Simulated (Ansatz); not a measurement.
# AlClO (triplet): from Hartree-Fock to the top rungs, def2-TZVPP

One table from this session's results is given with a row withheld; the runs are named, their logs left out.

Method: def2-TZVPP, core rule «outside noble gas», up to 11 orbitals frozen; program: Ansatz 0.2.0, Gaussian basis.

To be run: UHF; ROHF; CCSD(T) on UHF.

2 further runs of the same task are left out: 2 set aside as unsound or not needed.

## The geometry

The geometry is a PBE0/def2-TZVP stationary point (not a proven minimum) of the parent state, kept for this charge and spin.

3 atoms, charge 0, spin multiplicity 3.

Atoms are counted from 1 here; the program's logs count them from 0.

Bond lengths: Al1–O2 1.699 Å, O2–Cl3 1.640 Å. Angles: Al1–O2–Cl3 180.0°.

Set-up of the first run:

Input file in.yaml:

```yaml
crystal:
  periodic: [false, false, false]
  atoms:
    - {symbol: Al, position_ang: [0.000000, 0.000000, 1.679233]}
    - {symbol: O, position_ang: [0.000000, 0.000000, -0.019667]}
    - {symbol: Cl, position_ang: [0.000000, 0.000000, -1.659567]}
basis:
  gaussian: {orbitals: def2-TZVPP}
magnetization: {spin_polarized: true, initial_magnetization: 2}
hamiltonian: {xc: hf}
output: {orbitals: {seedname: orbitals}}
```

Started as:

```console
$ ansatz run in.yaml --threads 1 --pin off --events-out ev --progress --plain --max-ram 4096MiB --backend cpu
```

Among the steps run: UHF; ROHF; CCSD(T) on UHF.

One table of the session follows, with a row left open; its other results are not shown here.

```
  method  from UCCSD(T) (kJ/mol)
    ROHF                 +1284.6
     UHF                 +1283.1
    UMP2                       ?
   UCCSD                   +51.9
UCCSD(T)                       0
```

**Question.** Estimate the row for UMP2.

As computed: from UCCSD(T) (kJ/mol): +102.2. In the column «from UCCSD(T) (kJ/mol)» it lies between UCCSD (+51.9) and UHF (+1283.1).
